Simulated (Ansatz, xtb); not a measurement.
# Relative energy of two isomers of C3H5N3

Structure X is `Cc1nc[nH]n1`, a singlet and structure Y is `Cn1cncn1`, a singlet. Both are isolated molecules in the gas phase, relaxed with PBE-D3(BJ)/def2-SVP.

Energies in hartree; the thermal terms are from PBE-D3(BJ)/def2-SVP harmonic frequencies (ideal gas, rigid rotor, one conformer each, 298.15 K, 1 atm) and include the zero-point energy:

```
                              X           Y
E, CCSD(T)/def2-SVP  −280.591945  −280.583023
    E, MP2/def2-SVP  −280.524991  −280.515986
  E, MP2/def2-TZVPP  −281.042178  −281.032202
  zero-point energy     0.085055     0.085286
       H(298 K) − E     0.091274     0.091431
       G(298 K) − E     0.056352     0.056581
```

**Question.** Correct the CCSD(T) difference for the basis set by the MP2 change, then work out ΔE, ΔE₀, ΔH and ΔG for X → Y in kcal/mol (1 Eh = 627.51 kcal/mol) and the equilibrium ratio [Y]/[X].

**Answer.** 1. Differences Y − X: CCSD(T) +0.008922, MP2 in the small set +0.009005, MP2 in the large set +0.009976 Eh.
2. ΔE = +0.008922 + (+0.009976 − (+0.009005)) = +0.009893 Eh = +6.21 kcal/mol.
3. ΔE₀ = ΔE + ΔZPE = +0.009893 + (+0.000231) Eh = +6.35 kcal/mol.
4. ΔH = ΔE + (+0.000157) Eh = +6.31 kcal/mol.
5. ΔG = ΔE + (+0.000229) Eh = +6.35 kcal/mol, so ΔS = (ΔH − ΔG)/T = −0.6 J/(mol K).
6. kT = 0.9442 mEh, so K = [Y]/[X] = exp(−ΔG/kT) = exp(−10.72) ≈ 2.2 × 10^−5.

Structure X is favoured at this temperature. An error of 1 kcal/mol in ΔG would change K by a factor of 5.4. GFN2-xTB gave ΔE the other sign. Mirror images and further conformers aren't counted.

As drawn, Y has 1 C–N, 1 C–H in place of 1 C–C, 1 N–H.

Other levels gave ΔE = −1.3 (GFN2-xTB); +3.1 (HF/STO-3G, GFN2-xTB geometries); +6.0 (r2SCAN-D4/def2-SVP, GFN2-xTB geometries); +6.3 (PBE-D3(BJ)/def2-SVP); +5.9 (HF/def2-SVP); +5.7 (MP2/def2-SVP); +5.6 (CCSD(T)/def2-SVP) kcal/mol. The correlated steps freeze 6 core orbitals. Programs: Ansatz 0.2.0, xtb 6.7.1.
